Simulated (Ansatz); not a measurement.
Reaction: C2H3O2 (SMILES [CH2]OC=O, doublet) → C2H3O2 (SMILES OC(=O)[CH2], doublet)
Each species at its own B3LYP-D3(BJ)/def2-TZVP minimum (Ansatz, an electronic-structure program), one conformer.

Wanted: isomerisation energy (electronic), in kcal/mol. Open shells are spin-unrestricted; no spin-orbit coupling. CBS(X,Y): correlation extrapolated as X^-3, Hartree-Fock from the larger set. A bracket is a step between two methods taken in the basis named. Functionals run without relativity, which enters their misses. Double hybrids freeze cores in their MP2 part. '+ core + X2C': CCSD(T) terms for core correlation (cc-pwCVTZ) and scalar relativity (cc-pVTZ-DK). The UHF reference of C2H3O2 ([CH2]C(=O)O, doublet) is spin-contaminated (<S^2> up to 0.06 over the pure value in the sets run).

CCSD(T)/CBS(cc-pVTZ,cc-pVQZ) + [CCSDT(Q) - CCSD(T)]/cc-pVDZ + core + X2C (Ansatz) gives -19.0 kcal/mol.

Question: How far off this value is PBE/def2-TZVPD (Ansatz), in which direction, and how far these levels: r2SCAN/def2-TZVPD, PBE0/def2-TZVPD, wB97M-V/def2-TZVPD, B2PLYP/def2-TZVPD, CCSD(T)/CBS(cc-pVTZ,cc-pVQZ) + core + X2C?

Answer: PBE gives -16.9 kcal/mol, 2.1 kcal/mol above it. Differences of the others: r2SCAN/def2-TZVPD (Ansatz) 0.6; PBE0/def2-TZVPD (Ansatz) 0.6; wB97M-V/def2-TZVPD (Ansatz) 0.6; B2PLYP/def2-TZVPD (Ansatz) 1.5; CCSD(T)/CBS(cc-pVTZ,cc-pVQZ) + core + X2C (Ansatz) 0.1 kcal/mol.
